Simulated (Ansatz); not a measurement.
fcc Pt was calculated with rVV10 (Ansatz, a program for electronic structure, PAW).

Run with plane-wave cutoff 520 eV, 24×24×24 k mesh, Fermi–Dirac smearing 0.05 eV, scalar-relativistic PAW data made under PBE.

Energies at three volumes about the minimum:

| V (Å³/atom) | E − E_lowest (meV/atom) |
|---|---|
| 15.814 | 5.20 |
| 16.136 | 0.00 |
| 16.459 | 4.12 |

### Question
Fit a parabola by hand: where is the minimum, what lattice constant follows, and what is the bulk modulus?

### Answer
Slopes: (0.00 − 5.20)/(16.136 − 15.814) = -16.149 and (4.12 − 0.00)/(16.459 − 16.136) = 12.755 meV/Å³. Curvature E″ = 2 × (12.755 − (-16.149))/(16.459 − 15.814) = 89.625 meV/Å⁶. From the middle of the first interval, the slope vanishes at V0 = 15.9750 − (-16.149)/89.625 = 16.155 Å³/atom. B = V0 E″ = 16.155 × 89.625 meV/Å³ × 0.1602 GPa per meV/Å³ = 232 GPa. With 4 atoms in the cube, a = (4 × 16.155)^(1/3) = 4.013 Å. The full Birch–Murnaghan fit to all volumes gives V0 = 16.148 Å³/atom and B0 = 230 GPa.

Measured, for comparison: bulk modulus 289 GPa (corrected for temperature and zero-point phonon effects; as tabulated in Levämäki et al. (2014), arXiv:1402.3671); lattice constant a 3.913 Å (static lattice: zero-point anharmonic expansion removed; as tabulated in Mejia-Rodriguez and Trickey (2018), arXiv:1807.09216). Computed (rounded) less measured: bulk modulus -20 %.
